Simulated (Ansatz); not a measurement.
Species: H3Si, SMILES `[SiH3]` (charge 0, multiplicity 2).

Task: Give a relaxed geometry from Ansatz (a first-principles code) with r2SCAN-D4/def2-TZVP.

Result: the end point of this relaxation (outside a Z-matrix the atoms follow the SMILES, hydrogens last).
Cartesian coordinates (Å) in one orientation:
```xyz
4

Si    -0.001     0.001     0.333
H     -0.692     1.235    -0.117
H      1.417    -0.019    -0.109
H     -0.724    -1.218    -0.107
```
